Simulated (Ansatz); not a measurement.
The same path of AlCl2H (4 atoms, charge 0, multiplicity 1) was run 3 times with different band settings. Lost on the way: Al1–H2, Al1–Cl3. Made: H2–Cl3.

Level of theory: Ansatz 0.2.0, RKS PBE/def2-SVP.

Relaxed end points:

```xyz
4
Properties=species:S:1:pos:R:3
Al 0.321 0.000 0.340
H 0.087 0.000 1.901
Cl 2.269 0.000 -0.458
Cl -1.310 0.000 -0.994
```

```xyz
4
Properties=species:S:1:pos:R:3
Al -1.243 0.000 0.373
H 1.935 0.000 1.753
Cl 2.011 0.000 0.457
Cl -1.337 0.000 -1.795
```

Common settings: spring 5.0 eV/Å²; optimiser quadratic models (default); start path through a guess of the saddle point; iteration limit 60; end points relaxed.

| run | movable images | climbing image | force threshold |
| --- | --- | --- | --- |
| 1 | 7 | yes | 0.05 eV/Å |
| 2 | 6 | no | 0.05 eV/Å |
| 3 | 7 | yes | 0.2 eV/Å |

(1) What does each run give, and how far can it be trusted?

Answers

(1) Run 1: converged after 8 iterations, highest image 2.612 eV above the first end. A vibrational analysis at the climbing image gives one clearly imaginary mode, 828i cm⁻¹: a first-order saddle point.
Run 2: converged after 9 iterations, highest image 2.451 eV above the first end. No image climbed, so the highest image needn't sit at the top of the path.
Run 3: converged after 7 iterations, highest image 2.614 eV above the first end. The threshold of 0.2 eV/Å is loose, so the images may lie well off the minimum-energy path. Another band between the same ends (7 images) ends at a top of the same energy, where a vibrational analysis finds 1 clearly imaginary mode.
The orbitals stay closed-shell, which can raise the energy where a bond breaks towards radicals; this wasn't checked here.
